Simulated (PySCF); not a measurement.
C2H2F2O.
Bonds: O1–C2 (double), C2–C3, C3–F4, C3–F5. Hydrogens: H6 on C2; H7 on C3.

Method used: core-valence-separated Tamm–Dancoff BHandHLYP/aug-pcX-1 (pcseg-1 on H) in PySCF, non-relativistic, gas phase, PBE0-D3(BJ)/def2-SVP geometry.

Computed carbon K-edge spectrum, Gaussian lines of 0.4 eV full width, highest printed point 100; it ends one width below the last computed root. The energies are unshifted.

```json
{"photon energy (eV)": "282.6", "absorption": "10"}
{"photon energy (eV)": "282.8", "absorption": "63"}
{"photon energy (eV)": "283.0", "absorption": "100"}
{"photon energy (eV)": "283.2", "absorption": "40"}
{"photon energy (eV)": "283.4", "absorption": "4"}
{"photon energy (eV)": "283.6", "absorption": "0"}
{"photon energy (eV)": "283.8", "absorption": "0"}
{"photon energy (eV)": "284.0", "absorption": "0"}
{"photon energy (eV)": "284.2", "absorption": "0"}
{"photon energy (eV)": "284.4", "absorption": "0"}
{"photon energy (eV)": "284.6", "absorption": "0"}
{"photon energy (eV)": "284.8", "absorption": "0"}
{"photon energy (eV)": "285.0", "absorption": "0"}
{"photon energy (eV)": "285.2", "absorption": "0"}
{"photon energy (eV)": "285.4", "absorption": "0"}
{"photon energy (eV)": "285.6", "absorption": "0"}
{"photon energy (eV)": "285.8", "absorption": "0"}
{"photon energy (eV)": "286.0", "absorption": "0"}
{"photon energy (eV)": "286.2", "absorption": "0"}
{"photon energy (eV)": "286.4", "absorption": "0"}
{"photon energy (eV)": "286.6", "absorption": "0"}
{"photon energy (eV)": "286.8", "absorption": "0"}
{"photon energy (eV)": "287.0", "absorption": "0"}
{"photon energy (eV)": "287.2", "absorption": "0"}
{"photon energy (eV)": "287.4", "absorption": "0"}
{"photon energy (eV)": "287.6", "absorption": "4"}
{"photon energy (eV)": "287.8", "absorption": "26"}
{"photon energy (eV)": "288.0", "absorption": "39"}
{"photon energy (eV)": "288.2", "absorption": "15"}
{"photon energy (eV)": "288.4", "absorption": "2"}
{"photon energy (eV)": "288.6", "absorption": "6"}
{"photon energy (eV)": "288.8", "absorption": "26"}
{"photon energy (eV)": "289.0", "absorption": "31"}
{"photon energy (eV)": "289.2", "absorption": "9"}
{"photon energy (eV)": "289.4", "absorption": "1"}
{"photon energy (eV)": "289.6", "absorption": "13"}
{"photon energy (eV)": "289.8", "absorption": "61"}
{"photon energy (eV)": "290.0", "absorption": "76"}
{"photon energy (eV)": "290.2", "absorption": "30"}
{"photon energy (eV)": "290.4", "absorption": "14"}
{"photon energy (eV)": "290.6", "absorption": "16"}
{"photon energy (eV)": "290.8", "absorption": "43"}
{"photon energy (eV)": "291.0", "absorption": "95"}
{"photon energy (eV)": "291.2", "absorption": "87"}
{"photon energy (eV)": "291.4", "absorption": "29"}
```

Q: Where are the maxima, and which lines make them up?

A: 5 maxima:
- 283.0 eV: C2 (aldehyde carbon), 282.97 eV, f = 0.076, 1s→π*, 100 % of the height at the exact maximum
- 288.0 eV: C3 (CHF2 carbon), 287.96 eV, f = 0.030, 100 % of the height at the exact maximum
- 288.9 eV: C2 (aldehyde carbon), 288.92 eV, f = 0.026, 100 % of the height at the exact maximum
- 289.9 eV: C3 (CHF2 carbon), 289.92 eV, f = 0.059, 96 % of the height at the exact maximum
- 291.1 eV: C3 (CHF2 carbon), 291.16 eV, f = 0.050, 59 % of the height at the exact maximum; C3 (CHF2 carbon), 290.97 eV, f = 0.040, 41 % of the height at the exact maximum

Further lines of some strength in the range: C2, 290.51 eV, f = 0.009.

Roots within 0.03 eV on the same or equivalent atoms count as one line; shares under 12 % aren't listed.

Vibrational structure and lifetime widths aren't in the curve. The ionisation threshold wasn't computed; near and above it a finite basis only mimics Rydberg series and continuum.

The values belong to the conformer `[O:1]=[CH:2][CH:3]([F:4])[F:5]`: O1–C2–C3–F4 -120°.
